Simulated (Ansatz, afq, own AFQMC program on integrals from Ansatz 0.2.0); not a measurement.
Integrals from Ansatz 0.2.0, then the random walk in our own AFQMC program (afq).

```yaml
crystal:
  periodic: [false, false, false]
  atoms:
    - {symbol: Ge, position_ang: [0.000067, -0.000006, -0.037328]}
    - {symbol: H, position_ang: [2.919757, 0.033659, 0.901978]}
    - {symbol: H, position_ang: [-1.491332, 2.513358, 0.893668]}
    - {symbol: H, position_ang: [-1.433267, -2.546613, 0.894533]}
basis:
  gaussian: {orbitals: 6-31G}
magnetization: {spin_polarized: true, initial_magnetization: 1}
correlation: {method: ccsd_t, electrons: outside_noble_gas, hamiltonian_folder: ham}
```

```sh
$ ansatz run in.yaml --threads 1 --pin off --events-out ev --progress --plain --max-ram 16896MiB --backend cuda --devices 0, --max-vram 18GiB
```

Options of the walk:

```
--method phaseless --trial cisd --walkers 4000 --populations 20 --least-time 60 --time-step 0.005 --steps-per-block 50 --equilibration-blocks 40 --max-blocks 4000 --target-error 0.00032 --factor-cut 1e-05 --start spin_pure --seed 1685 --release-times 0.24,0.51,0.99,1.62,2.4 --release-step 0.03 --release-every 3 --taylor-order 6
```

Times are imaginary, in 1/Eh. The walk had a cap of 122 s. With eight or more populations the least sampling time is a fifth of least-time, and the error comes from their spread. Filled inner d shells are frozen with the cores.

Log:

```
orbitals 21  electrons 4 3  factors 129 of 358
reference energy -2076.49178314 Eh
CCSD correlation -0.04007291 Eh in 28 cycles, weight of the determinant in the CISD state 0.6846
energy of the start -2076.512337 Eh
 block  time / (1/Eh)  mean weight  energy / Eh
     1     0.250  1.0001  -2076.517599
     2     0.500  1.0000  -2076.521257
     3     0.750  1.0000  -2076.523960
     4     1.000  1.0001  -2076.525875
     5     1.250  1.0000  -2076.527549
     7     1.750  1.0001  -2076.529993
     9     2.250  1.0001  -2076.531483
    11     2.750  1.0000  -2076.532712
    15     3.750  1.0000  -2076.533864
    19     4.750  0.9999  -2076.534693
    23     5.750  1.0000  -2076.535108
    27     6.750  1.0000  -2076.535562
    31     7.750  1.0001  -2076.535028
    35     8.750  1.0000  -2076.535355
    39     9.750  1.0000  -2076.535456
    43    10.750  0.9998  -2076.535322
    47    11.750  1.0001  -2076.535237
    51    12.750  1.0002  -2076.535270
    55    13.750  1.0000  -2076.535231
    59    14.750  1.0000  -2076.534514
    63    15.750  1.0001  -2076.534833
    67    16.750  1.0001  -2076.535322
    71    17.750  1.0001  -2076.535138
    75    18.750  1.0003  -2076.534971
    79    19.750  0.9997  -2076.535205
    83    20.750  1.0003  -2076.534673
    87    21.750  1.0000  -2076.534791
    89    22.250  1.0001  -2076.534896
error from the spread of 20 populations
released: time / (1/Eh)  energy / Eh  error  mean overlap
  0.24  -2076.535271  0.000107  0.9988
  0.51  -2076.535470  0.000125  1.0000
  0.99  -2076.535784  0.000138  0.9997
  1.62  -2076.535853  0.000112  1.0015
  2.40  -2076.536077  0.000146  1.0027
energy -2076.535047 +/- 0.000102 Eh
(rows thinned)
```

The run passed its tests (sampling time, drift between the halves within three errors, error under three times the target), which doesn't prove that it has relaxed.

Against this walk (error 2.8 meV) on the same determinant: CCSD(T) 37.2 meV higher, CCSDT(Q) 22.2 meV lower, CCSDTQ 67.5 meV lower, full CI 80.0 meV lower. The error is statistical and leaves out the bias of the constraint. The determinant has ⟨S²⟩ = 2.51, so the low cluster orders mix in higher spin, while the walk starts as a pure doublet. The released energies are still falling (meV from the phaseless value at times in 1/Eh: -6 ± 3 at 0.24, -12 ± 3 at 0.51, -20 ± 4 at 0.99, -22 ± 3 at 1.62, -28 ± 4 at 2.40), so they give no level; they do show a bias of the constraint, and the last of them that isn't too noisy lies 52 meV above full CI. Full CI is exact here, so the walk's 80 meV above it is the walk's own error: the bias of the constraint with this trial. The determinant is a poor start (see the cautions), so the low cluster orders aren't to be relied on, and full CI is the sure value.

Cautions: constraint bias not in the error; no relativity below Rb; no spin-orbit coupling; inner d shell frozen; strong correlation (T1 0.075, weight of the determinant 0.68, largest double 0.23); unrestricted determinant spin contaminated (⟨S²⟩ 2.51 against 0.75).

The walk took 20 s on 1 × NVIDIA H100 80GB HBM3 with 2 threads of AMD EPYC 7R13 Processor (Zen 3), on a shared host (the card was shared). The log's last line is the phaseless energy.

CCSDT and higher add their correlation energy to the determinant of the CCSD(T) run, since their own runs factorise the integrals more tightly (a shift of under 2 meV). A walk keeps the symmetry of its determinant, which the program's search chose and which needn't be the lowest solution, so a lower state of the same spin and another symmetry isn't excluded.
